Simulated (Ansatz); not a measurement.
**Equilibrium volume per atom of some elemental solids other than molecular ones**

Method: BLYP in Ansatz (PAW). References are measured values corrected to a static lattice. The table is a random draw of 10 from 14 solids with such references.

Values in Å³/atom.

| solid | reference | BLYP | error (%) |
|---|---|---|---|
| hcp Hf | 22.30¶ | 23.12 | +3.7 |
| hcp Ru | 13.45¶ | 14.42 | +7.2 |
| hcp Zn | 14.86¶ | 18.30 | +23 |
| hcp Co | 10.96¶ | 11.35 | +3.6 |
| body-centred tetragonal In | 25.70¶ | 31.02 | +21 |
| hcp Mg | 22.65¶ | 23.45 | +3.5 |
| hcp Os | 13.85¶ | 14.90 | +7.6 |
| hcp Re | 14.62¶ | ? | ? |
| hcp Y | 32.95¶ | 33.74 | +2.4 |
| hcp Zr | 23.18¶ | 24.17 | +4.3 |

Estimate the withheld BLYP value.

The errors of the other rows run from +2.4 % to +23 %, with a median of +4.3 %; carried to the reference 14.62 it gives 15.25 Å³/atom. The run gives 15.53 Å³/atom (+6.2 %), +1.8 % from the estimate; the row was drawn at random, and such an estimate is rough. Over these 10 solids the mean error is +8.2 %, the mean absolute error 8.2 % (median 5.2 %), and the worst case hcp Zn at +23 %; the value is too high in 10 of 10 cases. Over all 14, from unrounded values, the mean error is +10.1 % and the mean absolute error 10.1 % (median 5.2 %). Caveats on values not shown: the cell is over a tenth larger than the published one: the level's own overestimate first of all, though another phase or state, or a fault of the published cell, is possible (2).

All these references are brought to a static lattice.

Spin–orbit coupling is left out, also for the solids with elements from indium on (hcp Hf, body-centred tetragonal In, hcp Os, hcp Re); its size isn't shown.

¶ marks references of a special kind: hcp Hf, 22.30 Å³/atom (measured, copied from a table, unchecked, extrapolated to 0 K and zero-point effects removed; as tabulated in Lejaeghere et al. (2013), arXiv:1204.2733); hcp Ru, 13.45 Å³/atom (measured, copied from a table, unchecked, extrapolated to 0 K and zero-point effects removed; as tabulated in Lejaeghere et al. (2013), arXiv:1204.2733); hcp Zn, 14.86 Å³/atom (measured, copied from a table, unchecked, extrapolated to 0 K and zero-point effects removed; as tabulated in Lejaeghere et al. (2013), arXiv:1204.2733); hcp Co, 10.96 Å³/atom (measured, copied from a table, unchecked, extrapolated to 0 K and zero-point effects removed; as tabulated in Lejaeghere et al. (2013), arXiv:1204.2733); body-centred tetragonal In, 25.70 Å³/atom (measured, copied from a table, unchecked, extrapolated to 0 K and zero-point effects removed; as tabulated in Lejaeghere et al. (2013), arXiv:1204.2733); hcp Mg, 22.65 Å³/atom (measured, copied from a table, unchecked, extrapolated to 0 K and zero-point effects removed; as tabulated in Lejaeghere et al. (2013), arXiv:1204.2733); hcp Os, 13.85 Å³/atom (measured, copied from a table, unchecked, extrapolated to 0 K and zero-point effects removed; as tabulated in Lejaeghere et al. (2013), arXiv:1204.2733); hcp Re, 14.62 Å³/atom (measured, copied from a table, unchecked, extrapolated to 0 K and zero-point effects removed; as tabulated in Lejaeghere et al. (2013), arXiv:1204.2733); hcp Y, 32.95 Å³/atom (measured, copied from a table, unchecked, extrapolated to 0 K and zero-point effects removed; as tabulated in Lejaeghere et al. (2013), arXiv:1204.2733); hcp Zr, 23.18 Å³/atom (measured, copied from a table, unchecked, extrapolated to 0 K and zero-point effects removed; as tabulated in Lejaeghere et al. (2013), arXiv:1204.2733).

Differences are worked out from the printed values.

Caveats: the cell is over a tenth larger than the published one: the level's own overestimate first of all, though another phase or state, or a fault of the published cell, is possible (hcp Zn, body-centred tetragonal In). Ansatz's density-functional and Hartree–Fock values are scalar-relativistic unless marked +SOC, with PAW data made under PBE.

Ansatz's runs of these crystals have no spin polarisation, but for hcp Co.

Density-functional runs with spin start from parallel moments for hcp Co.

Not in this set, of the elemental solids other than molecular ones with a reference value in our tables and a result at some level: 2 for a published cell of unstated conditions; 2 for a reference at room or unstated temperature; 2 for a cell known from the COD alone. These can be a level's best or worst cases. Solids without a released value at any level aren't counted. Cubic solids are told by their lattice constant and aren't counted here. Layered and molecular crystals are counted apart. The metals Ce to Yb are counted apart.

References as tabulated in Lejaeghere et al. (2013), arXiv:1204.2733.

Ansatz is a program for electronic structure.
